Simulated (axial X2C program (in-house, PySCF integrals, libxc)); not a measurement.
## Bond lengths and stretching modes, held linear, of HBH⁻

Computed with an axial X2C code built on PySCF integrals: two-component X2C with atomic mean-field Coulomb and Gaunt terms, Gaussian nuclei, basis H dyall-v3z, B dyall-v3z with contracted cores. Spin-free rows use the one-electron spin-free X2C Hamiltonian.

Masses H 1.008, B 11.009, H 1.008 u. States: 2c Ω = 1 (beyond evenly filled blocks: ω = -1/2, ω = 3/2); spin-free M_S = 1, Λ = 0 (beyond evenly filled blocks: π+α, π-α).

HF, 2c: energies above the lowest point

```tsv
r(H–B) (Å)	r(B–H) (Å)	E (meV)
1.1554	1.1554	12.51
1.1554	1.1850	6.31
1.1554	1.2146	22.35
1.1850	1.1554	6.31
1.1850	1.1850	0.00
1.1850	1.2146	15.93
1.1850	1.2443	51.10
1.2146	1.1554	22.35
1.2146	1.1850	15.93
1.2146	1.2146	31.77
1.2443	1.1850	51.10
1.2443	1.2443	101.84
```

Problem. Fit a quadratic surface with cubic terms in each bond: where is the minimum, and what are the two stretching wavenumbers?

Solution. At HF, 2c: bonds 1.178 and 1.178 Å; harmonic stretches 2655.4 and 2900.6 cm⁻¹; force constants 4.2, 4.2 and coupling -0.02 mdyn/Å.

The other levels and Hamiltonians give:

```tsv
Hamiltonian	level	r(H–B) (Å)	r(B–H) (Å)	lower stretch (cm⁻¹)	upper stretch (cm⁻¹)
2c	PBE0	1.184	1.184	2597.9	2843.0
2c	B3LYP	1.177	1.177	2607.9	2858.1
2c	MP2	1.179	1.179	2655.9	2899.9
spin-free	PBE0	1.184	1.184	2597.9	2843.1
spin-free	HF	1.178	1.178	2655.5	2900.7
spin-free	B3LYP	1.177	1.177	2608.0	2858.2
spin-free	MP2	1.179	1.179	2656.0	2899.9
```

Each state is one determinant, the lowest of a limited PBE0 search; the stretches come from a fit to these few points and carry an uncertainty of a few per cent. Other orders of the atoms were not compared. MP2 freezes inner shells (threshold -2 hartree). For an anion the highest level of a functional can be positive, and the basis then holds the extra electron. The molecule was held linear; bending was not examined, so a bent shape may lie lower. Open-shell Ω = 0 determinants with evenly filled partner blocks cannot be reached by this program, so the Ω shown need not be the lowest component. Note: several unpaired electrons, one determinant need not be a pure state.
